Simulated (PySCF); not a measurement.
**Gas-phase XPS of cyclopentadienethione, computed**

Compound: cyclopentadienethione, C₅H₄S.
Bonds: S1–C2 (double), C2–C3, C3–C4 (double), C4–C5, C5–C6 (double), C2–C6. Hydrogens: H7 on C3; H8 on C4; H9 on C5; H10 on C6.

Level of theory: delta-SCF UKS SCAN, pcX-2 on the ionised atom, pcseg-1 elsewhere, spin-free X2C (PySCF). Vertical ΔSCF values, vacuum level as zero.

Question: List the computed XPS lines with their assignment.

Answer: 
| atom(s) | environment | level | binding energy (eV) | count |
| --- | --- | --- | --- | --- |
| S1 | thiocarbonyl sulfur | S 1s | 2476.63 | 1 |
| C3/C6 | alkene CH carbon | C 1s | 290.32 | 2 |

Question: Which effective nuclear charge Zeff reproduces each element's mean 1s value in the hydrogen-like formula E = 13.606 eV × Zeff²?

Answer: C (Z = 6): mean 290.3 eV, Zeff = 4.62, Z − Zeff = 1.38; S (Z = 16): mean 2476.6 eV, Zeff = 13.49, Z − Zeff = 2.51. Means run over the listed sites, weighted by atom count.

Question: What is the longest wavelength that can ionise S 1s of S1 vertically?

Answer: λ = hc/E = 12398.42 eV Å / 2476.63 eV = 5.006 Å.

Atoms equivalent by their bonding share one computed value, that of the first of them. The list is incomplete; no value stands for C 1s of C2, C4, C5 (hole states with ⟨S²⟩ of 1 or more are left out). Isolated species at its GFN2-xTB geometry, gas phase.
